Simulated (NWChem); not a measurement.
System: trimethylamine (C₃H₉N); SMILES CN(C)C

Computed with NWChem. Pople sets run with spherical d functions. Each level has its own optimisation; frequencies are unscaled.

```json
[
 {"level": "Hartree-Fock/STO-3G", "basis functions": "29", "r C–N (Å)": "1.485", "highest harmonic frequency (cm⁻¹)": "3745", "lowest (cm⁻¹)": "251", "zero-point energy (kcal/mol)": "89.9", "dipole (D)": "1.13", "relative time": "1"},
 {"level": "Hartree-Fock/3-21G", "basis functions": "54", "r C–N (Å)": "1.464", "highest harmonic frequency (cm⁻¹)": "3266", "lowest (cm⁻¹)": "269", "zero-point energy (kcal/mol)": "81.0", "dipole (D)": "0.89", "relative time": "1"},
 {"level": "Hartree-Fock/6-31G*", "basis functions": "74", "r C–N (Å)": "1.445", "highest harmonic frequency (cm⁻¹)": "3281", "lowest (cm⁻¹)": "260", "zero-point energy (kcal/mol)": "81.2", "dipole (D)": "0.74", "relative time": "5"},
 {"level": "Hartree-Fock/6-31+G*", "basis functions": "90", "r C–N (Å)": "1.446", "highest harmonic frequency (cm⁻¹)": "3280", "lowest (cm⁻¹)": "258", "zero-point energy (kcal/mol)": "81.0", "dipole (D)": "0.75", "relative time": "10"}
]
```

Relative times are rough (shared machine, one core).
